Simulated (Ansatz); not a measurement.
# FHMg: the cost of one run

All numbers are computed with Ansatz 0.2.0 through its Python package. Level of theory: r2SCAN/cc-pVDZ.

## 1. The system

Bond lengths: F1–Mg2 1.897 Å, Mg2–H3 1.744 Å. Angles: F1–Mg2–H3 179.2°.

No structure file is read: the coordinates are typed or built in the script.

## 2. The code

Input file run_scan.py:

```python
import ansatz
import numpy as np

BASIS = 'cc-pVDZ'
XC = 'r2scan'

fhmg = (
    ansatz.Crystal.molecule()
    .atom('F', [-1.4689, 0.8418, -0.7209])
    .atom('Mg', [0.0387, -0.0387, 0.0199])
    .atom('H', [1.4193, -0.868, 0.6878])
)

symbols = [site.symbol for site in fhmg.cartesian_sites]
start = np.array([site.position_ang for site in fhmg.cartesian_sites])
axis = (start[0] - start[1]) / np.linalg.norm(start[0] - start[1])
moving = [0]
lengths, energies = [1.61, 1.74, 1.9, 2.09, 2.37, 2.84, 3.41, 4.17], []
for length in lengths:
    xyz = start.copy()
    xyz[moving] += (length - np.linalg.norm(start[0] - start[1])) * axis
    point = ansatz.Crystal.molecule()
    for symbol, place in zip(symbols, xyz):
        point = point.atom(symbol, place.tolist())
    model = point.calculation().basis(gaussian=BASIS).functional(XC)
    data = model.run(threads=1).report
    energies.append(data['free_energy_ev'])
    print(f'r = {length:6.3f} A  E = {energies[-1]:.5f} eV  <S^2> = {abs(data["mean_field"]["state"]["spin_squared"]):.3f}')

print('energy above the lowest point (eV):', [round(e - min(energies), 3) for e in energies])
```

## 3. What the engine is handed

The engine receives this input (first run):

```yaml
crystal:
  periodic: [false, false, false]
  atoms:
    - { symbol: F, position_ang: [-1.2411128178478803, 0.708762978319885, -0.6089706125376159] }
    - { symbol: Mg, position_ang: [0.0387, -0.0387, 0.0199] }
    - { symbol: H, position_ang: [1.4193, -0.868, 0.6878] }
basis:
  gaussian:
    orbitals: cc-pVDZ
hamiltonian:
  xc: r2scan
```

## 4. Launch

The run is started by

```bash
> python run_scan.py
```

What time and memory should one allow on 1 thread of Arm Neoverse V1, shared host?

About 10 s, with a peak of 0.16 GiB.
